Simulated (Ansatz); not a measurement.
`[SiH3][AlH][PH2]` → Al• + 6 H• + P• + Si•  (atomization)

Gas-phase electronic energies from Ansatz, PBE0-D4/def2-TZVP geometries. CCSD(T)/CBS is the MP2 limit (def2-TZVPP, def2-QZVPP) plus CCSD(T) − MP2 in def2-TZVPP, frozen cores. This one scheme is used for every species, atoms too. DFT in def2-TZVPP. Open shells (•) are unrestricted, without spin–orbit coupling. Spin–orbit coupling would lower the free atoms: a little for Al, Si. Each species was taken in one conformer, which may not be the lowest.

`[SiH3][AlH][PH2]`:

Z-matrix (Å, degrees):
```
Si
Al 1 2.455
H 1 1.493 2 110.2
H 1 1.490 2 112.3 3 119.7
H 1 1.492 2 111.9 3 -119.0
P 2 2.323 1 120.1 3 -116.0
H 2 1.589 1 121.5 3 68.7
H 6 1.420 2 94.5 1 42.5
H 6 1.420 2 94.4 1 138.2
```

| level | ΔE (eV) |
| --- | --- |
| r2SCANh-D4 | 24.55 |
| HF/def2-QZVPP | 18.27 |

Task: What does CCSD(T)/CBS give? (Best estimate.)

Result: Ansatz gave: +24.64 eV. The listed levels differ from it by -0.09, -6.37 eV.

Largest T1 diagnostic among the species: 0.018.

From r2SCAN to r2SCAN0 (25 % exact exchange), in def2-TZVPP and without D4, ΔE moves by −0.19 eV: exact exchange takes away binding that semilocal exchange gives to molecules. In def2-TZVPP, CCSD(T) changes the Hartree–Fock value by +5.71 eV (the triples alone add +0.23 eV) and MP2 by +5.21 eV; breaking electron pairs costs correlation energy, which Hartree–Fock lacks. The D4 term adds +0.29 eV with B3LYP and +0.16 eV with PBE0; it sums over pairs of atoms, weighted by their polarisabilities, and B3LYP, whose exchange is more repulsive, gets the larger term.

B3LYP here is the variant with VWN-RPA as its local correlation; programs differ in this.

For atomizations the MP2-based limit and the directly extrapolated one differ by several kJ/mol either way, and by 10 to 25 for some Ge, Se and Sn compounds, so smaller differences from it don't rank the levels.
